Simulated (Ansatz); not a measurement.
How far each method lies from RCCSDTQ for H2Si–Si, triplet

Geometry: that of the H2Si–Si, singlet, kept fixed. The singlet lies 0.5 eV lower here.

```xyz
4

Si    0.0000    0.0000    1.0300
Si    0.0000    0.0000   -1.1633
H     0.0000    1.2361    1.8580
H     0.0000   -1.2361    1.8580
```

Basis cc-pVDZ; Ansatz 0.2.0. Only valence electrons are correlated (noble-gas cores frozen), which leaves 10 electrons in 36 orbitals. Prefix R: restricted or restricted open-shell reference; prefix U: unrestricted. Active spaces: valence = (10e, 10o) chosen from the atoms' valence shells.

Full CI isn't at hand for all of this; RCCSDTQ serves as the reference, and is uncertain by about the last step of the cluster series. The frozen core follows each run's orbitals, which can shift R against U totals by a few meV.

For open shells CISD is restricted-active-space CI with the open shells as a complete middle space.

* UHF ⟨S²⟩: 2.028
* T1 diagnostic (RCCSD): 0.0195
* largest doubles amplitude (RCCSD): 0.052
* T1 diagnostic (UCCSD): 0.0194

| level | E − E(RCCSDTQ) (kJ/mol) | share of correlation (%) | wall time |
| --- | --- | --- | --- |
| RHF | 523.9 | 0.00 | – |
| UHF | 510.1 | 2.62 | – |
| RMP2 | 118.9 | 77.31 | – |
| UMP2 | 122.4 | 76.63 | – |
| CISD | 59.5 | 88.65 | 1.9 s |
| RCCSD | 20.8 | 96.04 | – |
| UCCSD | 20.3 | 96.12 | – |
| RCCSD(T) | 4.6 | 99.12 | 2.5 s |
| UCCSD(T) | 4.7 | 99.11 | 2.4 s |
| BCCD(T) | 4.6 | 99.12 | 2.6 s |
| RCCSDT | 1.0 | 99.81 | – |
| UCCSDT | 1.0 | 99.81 | – |
| RCCSDT(Q) | 0.1 | 99.98 | 12 s |
| UCCSDT(Q) | 0.1 | 99.98 | 12 s |
| CASSCF (valence space) | 356.7 | 31.91 | – |
| NEVPT2 (valence space) | 99.3 | 81.05 | 6 s |
| MRCISD (valence space) | 29.4 | 94.39 | – |
| MRCISD+Q (valence space) | 3.1 | 99.41 | 12 s (H100) |

The correlation energy at RCCSDTQ, counted from RHF, is -5.430 eV. That run took 49 s on 2 threads of AMD EPYC 7R13 with a shared H100 80 GB, shared host.

Times hold each run's SCF and search for its determinant on a shared host, so for small cases they say little of a method's own cost; rows without a card ran on 1 thread of AMD EPYC 7R13.

Natural occupations of CASSCF (valence space) about the gap: 1.987 1.979 1.974 1.935 0.999 0.999 0.047 0.038 0.021 0.021; effectively unpaired electrons, Σ n²(2−n)², 2.04.
